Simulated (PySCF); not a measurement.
Ligands exchanged one at a time, Si Cl-SH. Isolated molecules, 0 K electronic values unless said otherwise. One relaxed conformer stands for each flexible species; it need not be the lowest. Strings in code marks are SMILES.

The HOMO–LUMO gap from two functionals at the same geometries (r2SCAN-D4/def2-TZVP), both in PySCF: PBE-D3(BJ)/def2-TZVP and r2SCAN-D4/def2-TZVP. 

```json
[
 {"species": "0 of 4 Cl replaced by SH (`Cl[Si](Cl)(Cl)Cl`)", "PBE-D3(BJ)/def2-TZVP (eV)": "6.47", "r2SCAN-D4/def2-TZVP (eV)": "7.23"},
 {"species": "1 of 4 Cl replaced by SH (`S[Si](Cl)(Cl)Cl`)", "PBE-D3(BJ)/def2-TZVP (eV)": "5.31", "r2SCAN-D4/def2-TZVP (eV)": "5.94"},
 {"species": "2 of 4 Cl replaced by SH (`Cl[Si](Cl)(S)S` (H–S–Si–Cl torsion 53°, Cl–Si–S–H torsion -53°))", "PBE-D3(BJ)/def2-TZVP (eV)": "4.78", "r2SCAN-D4/def2-TZVP (eV)": "5.33"},
 {"species": "3 of 4 Cl replaced by SH (`Cl[Si](S)(S)S`)", "PBE-D3(BJ)/def2-TZVP (eV)": "4.60", "r2SCAN-D4/def2-TZVP (eV)": "5.14"},
 {"species": "4 of 4 Cl replaced by SH (`S[Si](S)(S)S`)", "PBE-D3(BJ)/def2-TZVP (eV)": "4.34", "r2SCAN-D4/def2-TZVP (eV)": "4.86"}
]
```

Over these rows, drawn at random from the members with no instability flagged (it was tested for open shells, ions and some series alone), PBE minus r2SCAN-D4: mean -0.60 eV, from -0.77 eV to -0.52 eV.
